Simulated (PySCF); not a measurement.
PySCF input (BP86/def2-TZVPD):

```python
from pyscf import gto, scf, dft

mol = gto.M(
    atom='''
    O     1.13995611   -0.25449883    0.02054648
    O     0.00546174    0.47936869    0.02574851
    O    -1.14541786   -0.22486987   -0.04629499
    ''',
    basis='def2-tzvpd',
    charge=-1,
    spin=1,
    verbose=4,
)

mf = dft.UKS(mol, xc='bp86').density_fit(auxbasis='def2-universal-jkfit')
mf.grids.level = 3
mf.conv_tol = 1e-9
mf.max_cycle = 100
mf.max_memory = 1500
mf.kernel()
if not mf.converged:
    mf = mf.newton()
    mf.kernel(mf.make_rdm1())
for _ in range(2):
    mo, _, stable, _ = mf.stability(return_status=True)
    if stable:
        break
    mf.kernel(mf.make_rdm1(mo, mf.mo_occ))
mf.analyze()
```

End of the output:

```
Extra cycle  E= -225.636718021311  delta_E= -1e-11  |g|= 6.23e-06  |ddm|= 1.25e-05
converged SCF energy = -225.636718021311  <S^2> = 0.75218748  2S+1 = 2.0021863
uhf_internal: lowest eigs of H = [0.26375165 0.29533007 0.32767314]
<class 'pyscf.df.df_jk.DFUKS'> wavefunction is stable in the internal stability analysis
**** SCF Summaries ****
Total Energy =                        -225.636718021311481
Nuclear Repulsion Energy =              64.941905060384386
One-electron Energy =                 -446.079198639044762
Two-electron Energy =                  155.500575557348895
Two-electron Coulomb Energy =          181.303631575346827
DFT Exchange-Correlation Energy =      -25.803056017997918
HOMO-LUMO gap [eV] =                     1.189660438249143
**** MO energy ****
                             alpha | beta                alpha | beta
MO #1   energy= -18.6896665506431  | -18.6789641719286  occ= 1 | 1
MO #2   energy= -18.5548263889511  | -18.5476772300741  occ= 1 | 1
MO #3   energy= -18.5548143042799  | -18.547666585817   occ= 1 | 1
MO #4   energy= -0.876366496312855 | -0.860487402397084 occ= 1 | 1
MO #5   energy= -0.653337942326004 | -0.639866101471654 occ= 1 | 1
MO #6   energy= -0.428387535763768 | -0.407865236250018 occ= 1 | 1
MO #7   energy= -0.222615922207452 | -0.212393193222592 occ= 1 | 1
MO #8   energy= -0.205903424237303 | -0.191157857658781 occ= 1 | 1
MO #9   energy= -0.199677312892528 | -0.167555807062595 occ= 1 | 1
MO #10  energy= -0.0329038520652812 | 0.00120116520686111 occ= 1 | 1
MO #11  energy= 0.000605168079608864 | 0.00824785720390344 occ= 1 | 1
MO #12  energy= 0.00347932221997243 | 0.0099973958374256 occ= 1 | 1
MO #13  energy= 0.0542335753198131 | 0.0979527904077457 occ= 1 | 0
MO #14  energy= 0.181966588445372  | 0.183027866499304  occ= 0 | 0
MO #15  energy= 0.187623517456467  | 0.189438110678756  occ= 0 | 0
MO #16  energy= 0.207147095317285  | 0.208348566318826  occ= 0 | 0
MO #17  energy= 0.233842059083515  | 0.239088661758974  occ= 0 | 0
MO #18  energy= 0.240300605961366  | 0.244577817534043  occ= 0 | 0
MO #19  energy= 0.256554829614996  | 0.256827518038999  occ= 0 | 0
MO #20  energy= 0.259680027392382  | 0.26370010268576   occ= 0 | 0
MO #21  energy= 0.274573581904188  | 0.280527392347363  occ= 0 | 0
MO #22  energy= 0.278280333698051  | 0.281626685697244  occ= 0 | 0
MO #23  energy= 0.303105241950931  | 0.305385507451028  occ= 0 | 0
MO #24  energy= 0.304996423977457  | 0.305507403014188  occ= 0 | 0
MO #25  energy= 0.328417263684817  | 0.336890149762887  occ= 0 | 0
MO #26  energy= 0.415299829237115  | 0.416815162867732  occ= 0 | 0
MO #27  energy= 0.423340318045094  | 0.427547487034968  occ= 0 | 0
MO #28  energy= 0.535049060792041  | 0.536599256931811  occ= 0 | 0
MO #29  energy= 0.537777346725826  | 0.542744953346135  occ= 0 | 0
MO #30  energy= 0.593292872093531  | 0.597069822755633  occ= 0 | 0
MO #31  energy= 0.597063745189367  | 0.600842380175609  occ= 0 | 0
MO #32  energy= 0.605077074742086  | 0.606261637331516  occ= 0 | 0
MO #33  energy= 0.612003747158904  | 0.612996711117224  occ= 0 | 0
MO #34  energy= 0.637237651569372  | 0.645802562441861  occ= 0 | 0
MO #35  energy= 0.646719680499002  | 0.655881622023725  occ= 0 | 0
MO #36  energy= 0.65687105312935   | 0.658695930318303  occ= 0 | 0
MO #37  energy= 0.673257777446324  | 0.674134637269448  occ= 0 | 0
MO #38  energy= 0.681500522743325  | 0.686212754098827  occ= 0 | 0
MO #39  energy= 0.681881078188086  | 0.689479102524617  occ= 0 | 0
MO #40  energy= 0.712383051536281  | 0.712943133807273  occ= 0 | 0
MO #41  energy= 0.738229547598552  | 0.739424470232194  occ= 0 | 0
MO #42  energy= 0.73838315060892   | 0.750031715964556  occ= 0 | 0
MO #43  energy= 0.772603483322871  | 0.777289822985029  occ= 0 | 0
MO #44  energy= 0.834857668859556  | 0.840073752706758  occ= 0 | 0
MO #45  energy= 0.91470891958096   | 0.918586512474     occ= 0 | 0
MO #46  energy= 0.992653094792805  | 0.997413127055719  occ= 0 | 0
MO #47  energy= 1.0346399321357    | 1.03839287987336   occ= 0 | 0
MO #48  energy= 1.03728702940529   | 1.0463311761961    occ= 0 | 0
MO #49  energy= 1.0685581939514    | 1.07484093866292   occ= 0 | 0
MO #50  energy= 1.07310628494341   | 1.08132643885275   occ= 0 | 0
MO #51  energy= 1.15005909401638   | 1.15222123669976   occ= 0 | 0
MO #52  energy= 1.19772864515907   | 1.20004987172336   occ= 0 | 0
MO #53  energy= 1.363690651427     | 1.37020203272406   occ= 0 | 0
MO #54  energy= 1.41507771234356   | 1.42238313661849   occ= 0 | 0
MO #55  energy= 1.59373202730658   | 1.60451432611992   occ= 0 | 0
MO #56  energy= 1.63745773600498   | 1.64089369836511   occ= 0 | 0
MO #57  energy= 1.66304914194639   | 1.67666968460242   occ= 0 | 0
MO #58  energy= 1.86006453006291   | 1.86537292607365   occ= 0 | 0
MO #59  energy= 1.86757830606347   | 1.88464718921496   occ= 0 | 0
MO #60  energy= 1.88236295099573   | 1.89697378694022   occ= 0 | 0
MO #61  energy= 1.88682355160694   | 1.90136579987786   occ= 0 | 0
MO #62  energy= 1.96676316592956   | 1.97353671752489   occ= 0 | 0
MO #63  energy= 2.08888597628859   | 2.10383977409318   occ= 0 | 0
MO #64  energy= 2.16321649514229   | 2.17132137638886   occ= 0 | 0
MO #65  energy= 2.19199341711239   | 2.21252339277034   occ= 0 | 0
MO #66  energy= 2.32992637310834   | 2.35213230668746   occ= 0 | 0
MO #67  energy= 2.37230438434268   | 2.37921967698573   occ= 0 | 0
MO #68  energy= 2.58287914367425   | 2.5888767162971    occ= 0 | 0
MO #69  energy= 2.61153686989763   | 2.61615009675296   occ= 0 | 0
MO #70  energy= 2.67769795720673   | 2.71363996285106   occ= 0 | 0
MO #71  energy= 2.89076878227284   | 2.89849590518063   occ= 0 | 0
MO #72  energy= 2.95080250716418   | 2.95632572386379   occ= 0 | 0
MO #73  energy= 3.01347267306164   | 3.04483101108804   occ= 0 | 0
MO #74  energy= 3.09687795376025   | 3.11114464806352   occ= 0 | 0
MO #75  energy= 3.11401390994625   | 3.11967477570718   occ= 0 | 0
MO #76  energy= 3.13803694969635   | 3.1761242388544    occ= 0 | 0
MO #77  energy= 3.18166155380893   | 3.18951166120397   occ= 0 | 0
MO #78  energy= 3.37524898359369   | 3.3891144678537    occ= 0 | 0
MO #79  energy= 3.44093583926283   | 3.45327654141796   occ= 0 | 0
MO #80  energy= 4.28146217600761   | 4.29357140718374   occ= 0 | 0
MO #81  energy= 4.31381883704713   | 4.32624856966703   occ= 0 | 0
MO #82  energy= 4.72491488874795   | 4.72947748762704   occ= 0 | 0
MO #83  energy= 4.72873338405647   | 4.74188525807126   occ= 0 | 0
MO #84  energy= 4.7652759438083    | 4.78113447141084   occ= 0 | 0
MO #85  energy= 4.89597591512085   | 4.90829799398652   occ= 0 | 0
MO #86  energy= 4.91857172963157   | 4.94510156563347   occ= 0 | 0
MO #87  energy= 4.93828446279269   | 4.96011752507231   occ= 0 | 0
MO #88  energy= 5.07993466227465   | 5.0995635969809    occ= 0 | 0
MO #89  energy= 5.26126738879027   | 5.28393900985397   occ= 0 | 0
MO #90  energy= 5.2658492614469    | 5.28784367606024   occ= 0 | 0
MO #91  energy= 5.26644954133947   | 5.28894200787104   occ= 0 | 0
MO #92  energy= 5.26805360864084   | 5.29035216043833   occ= 0 | 0
MO #93  energy= 5.31294812941513   | 5.3290933164726    occ= 0 | 0
MO #94  energy= 5.48622881315177   | 5.50058703443215   occ= 0 | 0
MO #95  energy= 5.49362492994936   | 5.50781819471154   occ= 0 | 0
MO #96  energy= 5.66436684867433   | 5.68503366104185   occ= 0 | 0
MO #97  energy= 5.89030817409687   | 5.89947653814177   occ= 0 | 0
MO #98  energy= 6.16748666370686   | 6.19917158198341   occ= 0 | 0
MO #99  energy= 6.22263763839575   | 6.2539307334965    occ= 0 | 0
MO #100 energy= 6.42113736794462   | 6.42527395578686   occ= 0 | 0
MO #101 energy= 6.43199834694155   | 6.46173847191396   occ= 0 | 0
MO #102 energy= 6.4431191896653    | 6.47714957360518   occ= 0 | 0
MO #103 energy= 6.47370483487943   | 6.50379634189256   occ= 0 | 0
MO #104 energy= 6.49150997789069   | 6.52677714743062   occ= 0 | 0
[...]
```
